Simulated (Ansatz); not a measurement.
**One structure, 3 elements: NaHf, KHf, CsHf**

Plane-wave DFT in Ansatz with scalar-relativistic PAW potentials, cutoff 420 eV, Γ-centred meshes chosen by cell and gap, Gaussian smearing with energies taken to zero width. Every cell was relaxed (cell and atoms) in a run of its own, within the symmetry of its start. Functional: PBE.

All members share space group Fm-3m and the same sites; only the element on one set of sites changes (Na, K, Cs). Members needn't be the stable form of their composition. Energies over the elements, where given, are against the elements' standard states in the same functional (H₂, N₂, O₂ and halogens uncorrected, Hg as a solid). The first member:

Space group Fm-3m (No. 225). a = 5.855 Å, b = 5.855 Å, c = 5.855 Å, α = 90.00°, β = 90.00°, γ = 90.00°
```csv
atom,site,symmetry,x,y,z
Na,4a,m-3m,0.0000,0.0000,0.0000
Hf,4b,m-3m,0.5000,0.0000,0.0000
```

| compound | V (Å³/atom) | a (Å) | energy over elements (eV/atom) |
| --- | --- | --- | --- |
| NaHf | 25.09 | 5.855 | 1.695 |
| CsHf | 44.05 | 7.063 | 2.509 |

Problem. Predict the member with K.

Solution. V (Å³/atom) 37.70, a (Å) 6.706, energy over elements (eV/atom) 2.406. Interpolating linearly in period between Na and Cs would give 31.41 Å³/atom (16.7 % too small), with 1.966 eV/atom over the elements. Over the whole series the volume grows at each step down the group; all are metallic on the mesh; none is bound against its elements in this structure, and Na comes closest.

Spin-orbit coupling is left out, which matters for the bands of heavy elements.